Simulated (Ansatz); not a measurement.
System: fluorite CeO2. Method: HSE06 (Ansatz, a quantum-chemistry and plane-wave program, plane waves, PAW).

Settings: plane-wave cutoff 520 eV, 8×8×8 k mesh, no spin polarisation, scalar-relativistic PAW data made under PBE.

Computed at the level's own relaxed cell.

Hill averages of the elastic tensor: K = 208.2 GPa, G = 82.7 GPa. Volume 13.080 Å³/atom, mean atomic mass 57.372 u.

Work out the density, the sound velocities of a polycrystal and the elastic Debye temperature at this level.

ρ = 1.66054 × 57.372/13.080 = 7.284 g/cm³. v_l = √[(K + 4G/3)/ρ] = 6.612 km/s and v_t = √(G/ρ) = 3.370 km/s. The mean follows from 3/v_m³ = 1/v_l³ + 2/v_t³: v_m = 3.776 km/s. Θ_D = (ħ/k_B) v_m (6π²/V)^(1/3) = 76.38 K Å s/km × 3.776 × 1.6543 Å⁻¹ = 477 K, counting all atoms of the cell.
